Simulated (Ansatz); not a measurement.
Geometry optimisation, RKS PBE-D4/6-31G* (Ansatz 0.2.0).

input.yaml

```yaml
crystal:
  periodic: [false, false, false]
  atoms:
    - { symbol: Si, position_ang: [0.0, 0.0, 0.0] }
    - { symbol: F, position_ang: [0.0, 0.0, 1.94] }
    - { symbol: H, position_ang: [1.3768, 0.0, -0.4862] }
    - { symbol: H, position_ang: [-0.6877, 1.1914, -0.4862] }
    - { symbol: H, position_ang: [-0.6877, -1.1914, -0.4862] }
    - { symbol: O, position_ang: [-1.879, 0.0, 0.6243] }
    - { symbol: H, position_ang: [-2.4241, -0.6297, 0.053] }
    - { symbol: H, position_ang: [-1.1493, 0.0, 1.6846] }
basis:
  gaussian: { orbitals: "6-31G*" }
hamiltonian:
  xc: pbe
  dispersion: d4
relax:
  f_tol: 0.15
  max_steps: 25
  restrain:
    - { distance: [0, 5], at: 1.68, k: 30.0 }
    - { distance: [7, 1], at: 0.92, k: 30.0 }
    - { distance: [0, 1], at: 2.79, k: 30.0 }
    - { distance: [7, 5], at: 2.21, k: 30.0 }
```

Command:

```bash
$ ansatz run input.yaml --threads 1 --pin off --max-ram 2048MiB --backend cpu --events-out ev --progress --plain --runs-dir out
```

Where does it end, and by what steps?

The forces met the threshold. The restraints hold the end off the free minimum; the threshold counts their pulls, which the force column leaves out. Restrained pairs: Si1–O6 (1.98 → 1.69 Å), F2–H8 (1.18 → 0.94 Å), Si1–F2 (1.94 → 2.79 Å), O6–H8 (1.29 → 2.20 Å). After 13 steps the energy has fallen by 2.190 eV (the restraints' own energy left out); H5 moved furthest, 1.38 Å.

```csv
step,energy less start (eV),largest force component (eV/Å),accepted
0,0.0000,2.345,yes
1,0.3000,2.295,yes
2,0.4217,2.609,yes
3,-0.2938,1.409,yes
4,-0.9884,1.224,yes
5,-1.4674,1.064,yes
6,-1.7982,0.757,yes
7,-1.9409,0.633,yes
8,-1.9924,0.748,yes
9,-2.0667,0.935,yes
10,-2.1397,0.631,yes
11,-2.1599,0.855,yes
12,-2.1701,0.814,yes
13,-2.1897,0.570,yes
```

```xyz
8
Properties=species:S:1:pos:R:3
Si -0.409 -0.130 -0.381
F -0.012 0.801 2.223
H 0.839 -0.823 0.071
H -0.199 1.344 -0.490
H -0.726 -0.655 -1.762
O -1.755 -0.452 0.584
H -2.333 -1.140 0.211
H -0.855 0.426 2.389
```

The run took 27 s on 1 thread of Arm Neoverse V1 (shared host), peak memory 0.12 GiB.
